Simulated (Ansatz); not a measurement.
**SiH5O radical (built from SMILES O[SiH3].[H]): functionals against CCSD(T) at one geometry**

The task here is to estimate one member of a computed series from the others.

The runs use Ansatz 0.2.0, Gaussian basis; single points in def2-TZVPP.

Correlated methods freeze the cores. Orbitals are unrestricted.

## The system as given

7 atoms, charge 0, spin multiplicity 2.

Atoms are counted from 1 here; the program's logs count them from 0.

Bond lengths: O2–Si3 1.592 Å, Si3–H5 1.452 Å, Si3–H6 1.484 Å, Si3–H7 1.449 Å. Angles: O2–Si3–H5 114.4°, O2–Si3–H6 96.8°, O2–Si3–H7 114.7°, H5–Si3–H6 108.5°, H5–Si3–H7 109.1°, H6–Si3–H7 112.9°.

As a file:

```xyz
7
H5OSi
H    -0.7726   -1.2188   -0.9175
O    -0.2540   -0.8248    0.1883
Si    0.4076    0.5921    0.4852
H    -1.1714   -1.5193   -1.7645
H    -0.5021    1.7174    0.3602
H     0.6763    0.3607    1.9263
H     1.6099    0.8692   -0.2746
```

Set-up of the first run:

Contents of run/in.yaml:

```yaml
crystal:
  periodic: [false, false, false]
  atoms:
    - {symbol: H, position_ang: [-0.772600, -1.218800, -0.917500]}
    - {symbol: O, position_ang: [-0.254000, -0.824800, 0.188300]}
    - {symbol: Si, position_ang: [0.407600, 0.592100, 0.485200]}
    - {symbol: H, position_ang: [-1.171400, -1.519300, -1.764500]}
    - {symbol: H, position_ang: [-0.502100, 1.717400, 0.360200]}
    - {symbol: H, position_ang: [0.676300, 0.360700, 1.926300]}
    - {symbol: H, position_ang: [1.609900, 0.869200, -0.274600]}
basis:
  gaussian: {orbitals: def2-TZVPP}
magnetization: {spin_polarized: true, initial_magnetization: 1}
correlation: {method: ccsd_t}
scf: {omitted_lower_state_checks: [cluster_reference]}
output: {forces: true}
```

No record of the launch command was kept for these runs.

Steps of the session up to this table: CCSD(T)/def2-TZVPP; PBE0-D4/def2-TZVPP; wB97M-V/def2-TZVPP; r2SCAN-D4/def2-TZVPP; PBE-D4/def2-TZVPP; LC-wPBE/def2-TZVPP; CAM-B3LYP-D4/def2-TZVPP.

One table of the session follows, with a row left open; its other results are not shown here.

```
      method  RMS force component (eV/Å)  angle to CCSD(T) forces (°)  dipole (D)
     CCSD(T)                       1.056                    reference        1.25
     PBE0-D4                       0.864                          8.2        1.08
     wB97M-V                           ?                            ?           ?
   r2SCAN-D4                       0.823                          9.0        1.01
      PBE-D4                       0.853                         13.7        0.91
     LC-wPBE                       1.018                          5.4        1.38
CAM-B3LYP-D4                       0.882                          6.1        1.18
```

**Question.** Estimate the row for wB97M-V.

As computed: RMS force component (eV/Å): 0.950; angle to CCSD(T) forces (°): 6.3; dipole (D): 1.14. In the column «RMS force component (eV/Å)» it lies between CAM-B3LYP-D4 (0.882) and LC-wPBE (1.018).
